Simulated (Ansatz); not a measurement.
Reaction: C2H8Si (dimethylsilane, SMILES [SiH2](C)C) → CH5Si (SMILES [SiH2]C, doublet) + CH3 (SMILES [CH3], doublet) (the C-Si bond breaks)
Each species at its own B3LYP-D3(BJ)/def2-TZVP minimum (Ansatz, a quantum-chemistry and plane-wave program).

Total energies in hartree (Ansatz). UHF or UKS for unpaired electrons; spin-orbit terms are left out. Correlated methods leave the cores frozen. No relativity.

| species | HF/cc-pV(T+d)Z | CCSD(T)/cc-pV(T+d)Z | HF/cc-pV(Q+d)Z | CCSD(T)/cc-pV(Q+d)Z | CCSD(T)/cc-pV(D+d)Z | CCSDT(Q)/cc-pV(D+d)Z |
|---|---|---|---|---|---|---|
| 1: C2H8Si (SMILES C[SiH2]C) | -369.38774 | -369.94909 | -369.39649 | -369.98531 | -369.81682 | -369.81853 |
| 2: CH5Si (SMILES [SiH2]C, doublet) | -329.70328 | -330.04134 | -329.70928 | -330.06385 | -329.96032 | -329.96156 |
| 3: CH3 (SMILES [CH3], doublet) | -39.57748 | -39.76098 | -39.58026 | -39.77245 | -39.71583 | -39.71634 |

Q: Work out the bond dissociation energy (electronic) in kJ/mol: take Hartree-Fock from cc-pV(Q+d)Z, extrapolate the CCSD(T) correlation energy as X^-3 (X = 3, 4), and add CCSDT(Q) - CCSD(T) in cc-pV(D+d)Z. 1 hartree = 2625.5 kJ/mol.

A: 
Species 1: correlation (64·(-0.58882) - 27·(-0.56135))/37 = -0.60887; step -0.00171; E1 = -369.39649 + (-0.60887) + (-0.00171) = -370.00707
Species 2: correlation (64·(-0.35457) - 27·(-0.33806))/37 = -0.36662; step -0.00124; E2 = -329.70928 + (-0.36662) + (-0.00124) = -330.07714
Species 3: correlation (64·(-0.19219) - 27·(-0.18350))/37 = -0.19853; step -0.00051; E3 = -39.58026 + (-0.19853) + (-0.00051) = -39.77930
-1·E1 +1·E2 +1·E3 = 0.15063 hartree = 395.5 kJ/mol.
